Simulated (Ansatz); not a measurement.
# HCO, doublet: up the ladder of correlation methods

Computed with Ansatz's Gaussian-basis code (development build); BCCD by scripts on PySCF. Settings: STO-3G; 2 core orbitals frozen; no relativity. Perturbation and coupled-cluster methods stand on the Hartree–Fock determinant that coupled cluster favours; RHF here means ROHF, with semicanonical perturbation theory. The state met can differ between shapes. The basis is small, far from the limit. The unrestricted determinant is a mixture of spins, so it may stand for another state.

Shape A. A bond is stretched, to 2.36 times the sum of the covalent radii.

```xyz
3

C     0.0000    0.0000    0.0000
H     0.0000    0.9200   -0.6300
O     0.0000    0.0000    3.3516
```

Shape B:

```json
{"atom": "C", "x (Å)": "0.0000", "y (Å)": "0.0000", "z (Å)": "0.0000"}
{"atom": "H", "x (Å)": "0.0000", "y (Å)": "0.8280", "z (Å)": "-0.5670"}
{"atom": "O", "x (Å)": "0.0000", "y (Å)": "0.0000", "z (Å)": "1.1760"}
```

Shape C. A bond is stretched, to 1.49 times the sum of the covalent radii.

```xyz
3

C     0.0000    0.0000    0.0000
H     0.0000    0.9200   -0.6300
O     0.0000    0.0000    2.1168
```

Correlation energy of CCSD(T), then each method's total less that of CCSD(T), in eV:

| case | E corr CCSD(T) | CCSD | BCCD | BCCD(T) | determinant |
| --- | --- | --- | --- | --- | --- |
| A UHF | -0.559 | 0.000 | 0.000 | 0.000 | ⟨S²⟩ = 2.754 |
| B RHF | -3.609 | +0.104 | +0.134 | +0.010 | – |
| B UHF | -3.504 | +0.062 | +0.128 | +0.009 | ⟨S²⟩ = 0.921 |
| C RHF | -4.893 | +0.059 | +0.119 | +0.032 | 0.04 eV over the lowest such Hartree–Fock solution met |
| C UHF | -1.146 | +0.025 | +0.014 | -0.030 | ⟨S²⟩ = 2.583 |

(1) Give full CI less CCSD(T). Is CCSD(T) good to 1 kcal/mol?

(2) Which method comes nearest to full CI in total energy for C RHF?

Results:

(1) A UHF: -0.001 eV (within, spin-contaminated determinant); B RHF: -0.036 eV (within); B UHF: -0.038 eV (within); C RHF: -0.580 eV (outside, other state); C UHF: -0.099 eV (outside, spin-contaminated determinant).

(2) CCSD(T), 0.580 eV away; next BCCD(T) (0.612 eV), last BCCD (0.699 eV).

Coupled cluster and full CI may stand on different states here. Several Brueckner solutions were met.
